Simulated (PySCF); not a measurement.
AlCl₃, SMILES [Cl][Al]([Cl])[Cl].

The structure is a stationary point at B3LYP-D3(BJ)/def2-SVP. The isomer is the one that the SMILES or the coordinates give; other isomers of the formula were not compared.

Two levels are set side by side: PBE/def2-TZVPD (PySCF) and CAM-B3LYP/def2-TZVPD (PySCF). Same geometry, gas phase. Differences are taken from unrounded values.

| quantity | PBE |
|---|---|
| orbital gap (eV) | 5.62 |
| highest occupied level (eV) | -8.02 |
| lowest empty level (eV) | -2.40 |
| mean polarisability (bohr³) | 67.2 |

### Question
These are the PBE values. What does CAM-B3LYP give? (An estimate is asked for; the answer gives what the named calculation found.)

### Answer

```
quantity                     CAM-B3LYP  PBE minus CAM-B3LYP
---------------------------  ---------  -------------------
orbital gap (eV)                 10.02                -4.40
highest occupied level (eV)     -10.79                 2.77
lowest empty level (eV)          -0.77                -1.63
mean polarisability (bohr³)       63.5                  3.7
```

Without exact exchange PBE keeps part of each electron's self-repulsion, which lifts occupied levels and narrows the gap. PBE's more diffuse valence density responds more strongly to a field. Differences between two approximate levels are no errors against the true value.

Rough cost on one machine, each run with all the roots and properties that it gave: CAM-B3LYP against PBE within a factor of 2.
